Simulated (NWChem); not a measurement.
# ammonia (NH₃); SMILES N

Computed with NWChem. Geometry: optimised at PBE0/def2-SVP. COSMO at M05-2X/def2-SVP, default radii, gas-phase geometry; f = (ε − 1)/ε scales the surface charges.

```
row            f  electrostatic solvation energy (kcal/mol)
--------  ------  -----------------------------------------
ε = 1.5   0.3333                                      -1.66
ε = 2.0   0.5000                                      -2.53
ε = 4.8   0.7917                                      -4.14
ε = 7.6   0.8684                                   withheld
ε = 78.4  0.9872                                      -5.29
```

Fit a straight line of the last column on the one before it, predict the withheld value, and compare with the run.


1. Means of the 4 shown rows: x = 0.65305, y = -3.405. Slope Σ(x − x̄)(y − ȳ)/Σ(x − x̄)² = -1.424/0.2565 = -5.549; intercept 0.219.
2. The shown rows scatter about the line by 0.030 (root mean square); the largest residual is +0.03, at ε = 4.8.
3. At x = 0.8684 (ε = 7.6; inside the shown range) the line gives -4.60.
4. The run gives -4.59, +0.01 from the line, 0.3 times the scatter.
